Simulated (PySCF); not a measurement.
# C3H5P: electronic excitations and core binding energies

Aim: predict the electronic excitations and core binding energies of C3H5P (`CCC#P`).

Programs: PySCF 2.14.0, with density-fitted response routines of our own. Each step states its level of theory. These are calculated values for one molecule in the gas phase, unless marked as measured. Atoms are numbered from 0 throughout.

## Step 1: The starting structure

9 atoms, charge 0, multiplicity 1; geometry from: GFN2-xTB.

Bonds of the start (Å): C0–C1 1.53, C1–C2 1.44, C2–P3 1.55, C0–H4 1.09, C0–H5 1.09, C0–H6 1.09, C1–H7 1.10, C1–H8 1.10.

## Step 2: Ultraviolet spectrum: B3LYP/def2-SVPD

What the job is given:

```
{"job": {"kind": "uv", "xc": "B3LYP", "basis": "def2-SVPD", "nstates": 8, "ntriplets": 3}, "charge": 0, "multiplicity": 1}
C     -0.973968    -0.332325     0.135538
C      0.209245     0.527764    -0.317219
C      1.465161    -0.032303     0.121520
P      2.791785    -0.669673     0.613070
H     -0.994782    -0.405720     1.220543
H     -0.893230    -1.336744    -0.274460
H     -1.908375     0.109290    -0.202925
H      0.105698     1.540477     0.089256
H      0.212027     0.605228    -1.410502
```

Method: TDDFT B3LYP/def2-SVPD, vertical, gas phase, core orbitals frozen in the response.

The run is started by

```
$ OMP_NUM_THREADS=1 python probes_run.py task.json out
```

The driver reads the jobs from task.json and runs them one after another.

The program printed:

```text
coarse grid: 7984 points
cycle   1  E = -458.3717571809  dE =  2.589e-01  |g| = 3.547e-01  |ddm| = 3.967e+00
cycle   2  E = -458.2558794030  dE =  1.159e-01  |g| = 6.939e-01  |ddm| = 1.347e+00
cycle   3  E = -458.3917331666  dE = -1.359e-01  |g| = 2.307e-01  |ddm| = 9.122e-01
cycle   4  E = -458.4076643255  dE = -1.593e-02  |g| = 2.526e-02  |ddm| = 2.471e-01
cycle   5  E = -458.4078132199  dE = -1.489e-04  |g| = 9.709e-03  |ddm| = 5.725e-02
cycle   6  E = -458.4078408630  dE = -2.764e-05  |g| = 1.362e-03  |ddm| = 2.433e-02
cycle   7  E = -458.4078413652  dE = -5.022e-07  |g| = 4.083e-04  |ddm| = 4.040e-03
final grid: 72416 points
cycle   8  E = -458.4691894199  dE = -1.953e-05  |g| = 3.795e-03  |ddm| = 4.957e-02
cycle   9  E = -458.4691844116  dE =  5.008e-06  |g| = 5.629e-03  |ddm| = 1.120e-02
cycle  10  E = -458.4691914579  dE = -7.046e-06  |g| = 2.414e-03  |ddm| = 7.217e-03
cycle  11  E = -458.4691932434  dE = -1.786e-06  |g| = 1.730e-04  |ddm| = 2.376e-03
cycle  12  E = -458.4691932525  dE = -9.066e-09  |g| = 4.127e-05  |ddm| = 5.359e-04
cycle  13  E = -458.4691932530  dE = -5.431e-10  |g| = 8.285e-06  |ddm| = 1.250e-04
converged SCF energy = -458.4691932530

Static polarisability (au): isotropic 62.156, principal 47.754 51.281 87.434

Singlet excitations
state   eV       nm        f      main configurations
  1   4.4099    281.1   0.00000   H->L 0.55, H-1->L+1 0.44
  2   4.6823    264.8   0.00105   H-1->L 0.50, H->L+1 0.49
  3   4.6828    264.8   0.00039   H-1->L+1 0.56, H->L 0.44
  4   6.6771    185.7   0.01739   H->L+2 0.98
  5   6.6794    185.6   0.10283   H-1->L+2 0.91
  6   7.2355    171.4   0.01878   H-2->L 0.93
  7   7.2602    170.8   0.01928   H-2->L+1 0.93
  8   7.3473    168.7   0.80736   H->L+1 0.38, H-1->L 0.36

Triplet excitations (Tamm-Dancoff, eV): 3.3890 3.7892 3.7903
```

Wall time 6.8 s (1 thread of Arm Neoverse V1, shared host); peak memory 0.51 GiB.

Frontier orbitals and where they lie:

```
orbital      eV                      atoms
 HOMO−3  -10.24  C0 34 %, C1 18 %, H4 14 %
 HOMO−2   -9.35   P3 64 %, C2 20 %, C1 7 %
 HOMO−1   -7.16   C2 44 %, P3 42 %, C1 7 %
   HOMO   -7.15   C2 44 %, P3 42 %, C1 9 %
   LUMO   -1.10   P3 51 %, C2 35 %, C1 5 %
 LUMO+1   -1.07   P3 52 %, C2 35 %, C1 6 %
 LUMO+2    0.43  C0 20 %, C1 18 %, C2 18 %
```

With each of the 8 states as a Gaussian band of 0.4 eV half-width at 1/e, the curve within the window shown has maxima at 169 nm (ε 34,000) L/(mol cm). Beyond the last state computed it falls off for lack of states. The curve at chosen wavelengths:

(nm, ε (L/mol/cm)): (162, 19210), (169, 34452), (175, 23966), (182, 10141), (188, 5649), (195, 2594), (201, 936), (208, 188), (214, 35), (221, 4), (227, 2), (234, 6), (240, 14), (247, 29), (253, 44), (260, 56), (266, 58), (273, 51), (279, 41), (286, 27), (292, 18), (299, 10), (305, 5), (312, 2), (318, 1), (325, 1)

Ground-state properties from the same run:

```
           property  computed
  dipole moment (D)      1.61
polarisability (Å³)      9.21
 HOMO–LUMO gap (eV)      6.04
      −ε(HOMO) (eV)      7.15
```

## Step 3: X-ray photoelectron lines: SCAN, X2C

Settings changed since step 2:

```diff
@@ -1,2 +1,2 @@
-{"job": {"kind": "uv", "xc": "B3LYP", "basis": "def2-SVPD", "nstates": 8, "ntriplets": 3}, "charge": 0, "multiplicity": 1}
+{"job": {"kind": "xps"}, "charge": 0, "multiplicity": 1}
 C     -0.973968    -0.332325     0.135538
```

With the program's defaults for keys left out, this is: delta-SCF UKS SCAN, pcX-2 on the ionised atom, pcseg-1 elsewhere, spin-free X2C.

The program printed:

```text
ground state, core basis on atom 0 (C), 116 functions
  cycle   1  E = -459.29070236  |g| = 4.38e-01
  cycle   2  E = -459.06310412  |g| = 9.22e-01
  cycle   3  E = -459.29400798  |g| = 3.98e-01
  cycle   4  E = -459.34482466  |g| = 3.91e-02
  cycle   5  E = -459.34519092  |g| = 1.75e-02
  cycle   6  E = -459.34527978  |g| = 2.81e-03
  cycle   7  E = -459.34528334  |g| = 8.78e-04
  cycle   8  E = -459.34528293  |g| = 3.87e-04
  E(ground) = -459.37227186 Eh
hole in C 1s of atom 0
  cycle   1  E = -448.09649667  |g| = 1.50e+00
  cycle   2  E = -447.30066517  |g| = 1.84e+00
  cycle   3  E = -448.43796958  |g| = 5.91e-01
  cycle   4  E = -448.30380529  |g| = 7.44e-01
  cycle   5  E = -448.65536445  |g| = 6.66e-02
  cycle   6  E = -448.65713019  |g| = 3.30e-02
  cycle   7  E = -448.65771933  |g| = 1.02e-02
  cycle   8  E = -448.65777966  |g| = 2.82e-03
  cycle   9  E = -448.65778883  |g| = 1.09e-03
  cycle  10  E = -448.65778955  |g| = 5.67e-04
  cycle  11  E = -448.65779242  |g| = 2.87e-04
  E(ion) = -448.68417056 Eh   <S^2> = 0.7688   hole on atom = 1.000   binding energy = 290.838 eV
ground state, core basis on atom 1 (C), 116 functions
  cycle   1  E = -459.34576496  |g| = 5.95e-02
  cycle   2  E = -459.34552555  |g| = 3.54e-02
  cycle   3  E = -459.34474772  |g| = 6.00e-02
  cycle   4  E = -459.34576973  |g| = 2.02e-02
  cycle   5  E = -459.34588545  |g| = 4.53e-04
  cycle   6  E = -459.34588680  |g| = 9.37e-05
  E(ground) = -459.37320069 Eh
hole in C 1s of atom 1
  cycle   1  E = -448.07038893  |g| = 1.51e+00
  cycle   2  E = -446.83271445  |g| = 2.08e+00
  cycle   3  E = -448.06676841  |g| = 9.01e-01
  cycle   4  E = -448.34412432  |g| = 6.85e-01
  cycle   5  E = -448.63174073  |g| = 8.38e-02
  cycle   6  E = -448.63543032  |g| = 2.09e-02
  cycle   7  E = -448.63576880  |g| = 5.87e-03
  cycle   8  E = -448.63580606  |g| = 2.90e-03
  cycle   9  E = -448.63582399  |g| = 1.75e-03
  cycle  10  E = -448.63584039  |g| = 1.27e-03
  cycle  11  E = -448.63584941  |g| = 9.56e-04
  cycle  12  E = -448.63585753  |g| = 6.67e-04
  cycle  13  E = -448.63586413  |g| = 3.45e-04
  E(ion) = -448.66244914 Eh   <S^2> = 0.7753   hole on atom = 1.000   binding energy = 291.454 eV
ground state, core basis on atom 2 (C), 116 functions
  cycle   1  E = -459.34652742  |g| = 5.94e-02
  cycle   2  E = -459.34610167  |g| = 4.38e-02
  cycle   3  E = -459.34488153  |g| = 7.55e-02
  cycle   4  E = -459.34656791  |g| = 1.52e-02
  cycle   5  E = -459.34663574  |g| = 9.07e-04
  cycle   6  E = -459.34663611  |g| = 2.39e-04
  E(ground) = -459.37432233 Eh
hole in C 1s of atom 2
  cycle   1  E = -448.06891580  |g| = 1.52e+00
  cycle   2  E = -446.58107072  |g| = 2.19e+00
  cycle   3  E = -448.14009035  |g| = 9.49e-01
  cycle   4  E = -448.48128706  |g| = 5.17e-01
  cycle   5  E = -448.65308643  |g| = 1.37e-01
  cycle   6  E = -448.66473338  |g| = 5.02e-02
  cycle   7  E = -448.66662296  |g| = 1.54e-02
  cycle   8  E = -448.66718985  |g| = 1.16e-02
  cycle   9  E = -448.66769167  |g| = 7.72e-03
  cycle  10  E = -448.66794804  |g| = 4.18e-03
  cycle  11  E = -448.66797822  |g| = 2.37e-03
  cycle  12  E = -448.66798302  |g| = 6.96e-04
  cycle  13  E = -448.66798414  |g| = 2.00e-04
  E(ion) = -448.69493025 Eh   <S^2> = 1.0023   hole on atom = 1.000   binding energy = 290.601 eV
ground state, core basis on atom 3 (P), 127 functions
  cycle   1  E = -459.45858277  |g| = 3.45e-01
  cycle   2  E = -459.43545190  |g| = 2.78e-01
  cycle   3  E = -459.38083801  |g| = 5.14e-01
  cycle   4  E = -459.46026464  |g| = 2.11e-02
  cycle   5  E = -459.46039446  |g| = 6.04e-03
  cycle   6  E = -459.46040248  |g| = 2.69e-03
  cycle   7  E = -459.46040347  |g| = 8.56e-04
  cycle   8  E = -459.46040432  |g| = 2.78e-04
  E(ground) = -459.45786678 Eh
hole in P 1s of atom 3
  cycle   1  E = -379.31767850  |g| = 4.72e+00
  cycle   2  E = -378.99171686  |g| = 2.30e+00
  cycle   3  E = -378.26257061  |g| = 1.72e+00
  cycle   4  E = -380.12024498  |g| = 7.20e-01
  cycle   5  E = -380.34850880  |g| = 4.48e-01
  cycle   6  E = -380.45633306  |g| = 1.07e-01
  cycle   7  E = -380.46137448  |g| = 3.59e-02
  cycle   8  E = -380.46217792  |g| = 8.68e-03
  cycle   9  E = -380.46223927  |g| = 2.82e-03
  cycle  10  E = -380.46226225  |g| = 2.35e-03
  cycle  11  E = -380.46228508  |g| = 1.84e-03
  cycle  12  E = -380.46230732  |g| = 1.25e-03
  cycle  13  E = -380.46230983  |g| = 5.62e-04
  cycle  14  E = -380.46230959  |g| = 1.74e-04
  E(ion) = -380.46023561 Eh   <S^2> = 0.7649   hole on atom = 1.000   binding energy = 2149.635 eV
hole in P 2p of atom 3
  cycle   1  E = -454.05404221  |g| = 1.38e+00
  cycle   2  E = -453.46065507  |g| = 1.42e+00
  cycle   3  E = -453.81232150  |g| = 9.60e-01
  cycle   4  E = -454.38433197  |g| = 3.02e-01
  cycle   5  E = -454.41673356  |g| = 1.85e-01
  cycle   6  E = -454.43469245  |g| = 5.05e-02
  cycle   7  E = -454.43616791  |g| = 1.05e-02
  cycle   8  E = -454.43626543  |g| = 4.19e-03
  cycle   9  E = -454.43630724  |g| = 3.22e-03
  cycle  10  E = -454.43634633  |g| = 2.60e-03
  cycle  11  E = -454.43638651  |g| = 1.59e-03
  cycle  12  E = -454.43640818  |g| = 6.44e-04
  cycle  13  E = -454.43640916  |g| = 3.26e-04
  E(ion) = -454.44481576 Eh   <S^2> = 0.7691   hole on atom = 1.002   binding energy = 136.412 eV
  2p3/2 = 136.157 eV   2p1/2 = 137.045 eV
```

Run time: 19 s. Hardware: 1 thread of Arm Neoverse V1, shared host; peak memory 0.39 GiB.

Binding energies by hole, beside the orbital energy of the ground state; the difference holds orbital relaxation and, for a density functional, its self-interaction error:

```
     hole  stands for             environment  ΔSCF (eV; 2p as the shell's mean)  −ε (eV)   ⟨S²⟩
C1s on C0          C0           methyl carbon                             290.84    273.7  0.769
C1s on C1          C1                 sp3 CH2                             291.45    274.5  0.775
C1s on C2          C2   carbon bonded to C, P                  290.60 (doubtful)    274.5  1.002
P1s on P3          P3  phosphorus bonded to C                            2149.64   2092.3  0.765
P2p on P3          P3  phosphorus bonded to C                             136.45    125.3  0.769
```

Doubtful: the ion did not converge, its hole moved, or its ⟨S²⟩ is well above 0.75.

With the spin-orbit splitting: P3 2p3/2 136.16, 2p1/2 137.05 eV. The table gives each 2p level as the mean over the whole 2p shell (two parts 2p3/2, one part 2p1/2), which differs a little from the single hole in the log.

## Step 4: Results

```
                                                    quantity                        value
                            lowest singlet (B3LYP/def2-SVPD)  4.41 eV (281 nm), f = 0.000
                    brightest single state of those computed  state 8, 7.35 eV, f = 0.807
                                              lowest triplet                      3.39 eV
C1s binding energies, SCAN/pcX-2 (standing for 2 of 3 atoms)      C1 291.45, C0 290.84 eV
                            P1s binding energies, SCAN/pcX-2                P3 2149.64 eV
                            P2p binding energies, SCAN/pcX-2                 P3 136.45 eV
```

The first singlet state (HOMO→LUMO 0.55, HOMO−1→LUMO+1 0.44) lies at 4.41 eV and is dark; of the 8 states computed, the strongest absorption comes from state 8 at 7.35 eV (the last computed, so partners may be missing). The lowest triplet lies 1.02 eV below the lowest singlet (triplets in Tamm-Dancoff, singlets in full TDDFT). States above −ε(HOMO) lie where TDDFT describes them poorly and they hang on the basis; the brightest is among them. The C1s levels kept as sound span 0.62 eV, from C0 (methyl carbon) up to C1 (sp3 CH2). Only 2 of the 3 C atoms are covered by sound results.
